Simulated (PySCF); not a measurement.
# `C=P(C)(C)C` in a uniform electric field

Species: C₄H₁₁P.
Cartesian coordinates in Å at the GFN2-xTB level; atoms count from 1:
```xyz
16
C4H11P angstrom
C      0.209    1.412    1.424
P      0.092    0.231    0.203
C      1.341   -0.361   -1.080
C     -1.314    0.653   -0.881
C     -0.367   -1.356    0.976
H      0.983    1.152    2.145
H      0.393    2.397    0.999
H      0.946   -1.141   -1.727
H      2.220   -0.737   -0.556
H      1.642    0.493   -1.686
H     -1.065    1.543   -1.457
H     -2.168    0.873   -0.243
H     -1.546   -0.165   -1.560
H     -0.611   -2.105    0.225
H      0.463   -1.708    1.585
H     -1.223   -1.172    1.622
```

Level: CAM-B3LYP/def2-SVPD (PySCF); nuclei fixed, core orbitals frozen in the response. Permanent dipole (0.231, -2.324, -2.645) D (1 au = 2.5417 D). Static polarisability (au):

```
x   75.62 -3.31 -4.32
y   -3.31 79.28  7.17
z   -4.32  7.17 84.28
```

Only the terms in μ and α are kept: μ(F) = μ + αF and ΔE = −μ·F − ½ F·αF.

Task: What do fields of 0.514 V/Å (0.01 au) along the six axis directions do?

Result: 
| field along | induced x (D) | induced y (D) | induced z (D) | total size (D) | −μ·F (kJ/mol) | −½F·αF (kJ/mol) |
| --- | --- | --- | --- | --- | --- | --- |
| +x | 1.922 | -0.084 | -0.110 | 4.245 | -2.386 | -9.927 |
| −x | -1.922 | 0.084 | 0.110 | 3.782 | +2.386 | -9.927 |
| +y | -0.084 | 2.015 | 0.182 | 2.486 | +24.006 | -10.407 |
| −y | 0.084 | -2.015 | -0.182 | 5.188 | -24.006 | -10.407 |
| +z | -0.110 | 0.182 | 2.142 | 2.203 | +27.322 | -11.064 |
| −z | 0.110 | -0.182 | -2.142 | 5.414 | -27.322 | -11.064 |

Task: For the field (-0.0030, -0.0100, 0.0050) au, what is the induced dipole, and what angle does it make with the field?

Result: αF = (-0.547, -1.899, 0.922) D, at 0.8° to the field. The polarisability along this direction, F·αF/F², is 74.10 au, against a mean of 79.73 au.

Task: Which field along μ doubles the dipole in that direction (linear response)?

Result: The polarisability along the dipole is 89.86 au, so F = 1.3882 au / 89.86 au = 0.0154 au = 0.79 V/Å; higher-order terms are ignored.

Task: What field makes μF equal to kT at 400 K?

Result: kT = 1.2667 × 10⁻³ Eh, so F = 0.000912 au = 4.69 MV/cm.

Task: Induction energy −ᾱe²/2R⁴ of a unit charge at 9 Å, the molecule taken as a point?

Result: R = 17.01 bohr, so the energy is −79.7/(2 × 17.01⁴) Eh = -1.25 kJ/mol. The charge–dipole term at its most favourable orientation, −μe/R², is -12.6 kJ/mol.

Isolated species at its GFN2-xTB geometry, gas phase.

These values come from a run that also computed excited states. Hardware: one thread, Arm Neoverse V2 (aarch64), on a shared host. Cost: 22 s, 0.88 GiB resident at most.
